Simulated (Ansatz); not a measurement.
Consider the atomization: `CSC(C)N` → 3 C• + 9 H• + N• + S•.

Calculated with Ansatz (gas phase, PBE0-D4/def2-TZVP geometries, no zero-point term in ΔE). CBS: MP2 limit from def2 TZ/QZ plus the TZ coupled-cluster correction, frozen cores. This one scheme is used for every species, atoms too. DFT in def2-TZVPP. Open shells (•) are unrestricted, without spin–orbit coupling. Spin–orbit coupling would lower the free atoms: a little for C, S. Each species was taken in one conformer, which may not be the lowest.

```csv
level,ΔE (kcal/mol),difference from CCSD(T)/CBS
PBE-D4,1260.9,27.1
ωB97X-V,1237.9,4.1
B2PLYP,1220.2,-13.6
PBE,1254.1,20.3
r2SCAN,1232.9,-0.9
PBE0,1235.5,1.7
HF/def2-TZVPP,889.6,-344.2
CCSD(T)/def2-TZVPP,1201.5,-32.3
HF/CBS(def2),891.2,-342.6
CCSD/CBS(def2),1216.2,-17.6
CCSD(T)/CBS,1233.8,0
```

Largest T1 diagnostic among the species: 0.010.

In def2-TZVPP, CCSD(T) changes the Hartree–Fock value by +311.9 kcal/mol (the triples alone add +17.6 kcal/mol) and MP2 by +323.8 kcal/mol; breaking electron pairs costs correlation energy, which Hartree–Fock lacks. The D4 term adds +10.9 kcal/mol with B3LYP and +5.7 kcal/mol with PBE0; it sums over pairs of atoms, weighted by their polarisabilities, and B3LYP, whose exchange is more repulsive, gets the larger term. From PBE to PBE0 (25 % exact exchange), in def2-TZVPP and without D4, ΔE moves by −18.6 kcal/mol: exact exchange takes away binding that semilocal exchange gives to molecules.

B3LYP here is the variant with VWN-RPA as its local correlation; programs differ in this.

For atomizations the MP2-based limit and the directly extrapolated one differ by several kJ/mol either way, and by 10 to 25 for some Ge, Se and Sn compounds, so smaller differences from it don't rank the levels.
